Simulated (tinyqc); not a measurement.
MP2 on RHF in the sto-3g basis, for H2F+, spin multiplicity 1, step by step. One step of it, computed by the program tinyqc.

Problem. Orthogonalisation. S = U s U^T; symmetric (Loewdin) form X = U s^(-1/2) U^T, so that X^T S X = 1.

overlap S:
```
,1F 1s,1F 2s,1F 2px,1F 2py,1F 2pz,2H 1s,3H 1s
1F 1s,1.000000,0.237990,0.000000,0.000000,0.000000,0.038128,0.038128
1F 2s,0.237990,1.000000,0.000000,0.000000,0.000000,0.379218,0.379218
1F 2px,0.000000,0.000000,1.000000,0.000000,0.000000,0.000000,0.000000
1F 2py,0.000000,0.000000,0.000000,1.000000,0.000000,0.269957,-0.269957
1F 2pz,0.000000,0.000000,0.000000,0.000000,1.000000,0.152663,0.152663
2H 1s,0.038128,0.379218,0.000000,0.269957,0.152663,1.000000,0.167695
3H 1s,0.038128,0.379218,0.000000,-0.269957,0.152663,0.167695,1.000000
```

Give: eigenvalues of S; X.

Solution.

eigenvalues of S: 0.4645  0.5253  0.9096  1.0000  1.0760  1.3070  1.7176

X:
```
,1F 1s,1F 2s,1F 2px,1F 2py,1F 2pz,2H 1s,3H 1s
1F 1s,1.0238,-0.1366,0.0000,0.0000,-0.0052,0.0180,0.0180
1F 2s,-0.1366,1.1492,0.0000,0.0000,0.0500,-0.2125,-0.2125
1F 2px,0.0000,0.0000,1.0000,0.0000,0.0000,0.0000,0.0000
1F 2py,0.0000,0.0000,0.0000,1.0731,0.0000,-0.1744,0.1744
1F 2pz,-0.0052,0.0500,0.0000,0.0000,1.0197,-0.0839,-0.0839
2H 1s,0.0180,-0.2125,0.0000,-0.1744,-0.0839,1.1158,-0.0656
3H 1s,0.0180,-0.2125,0.0000,0.1744,-0.0839,-0.0656,1.1158
```
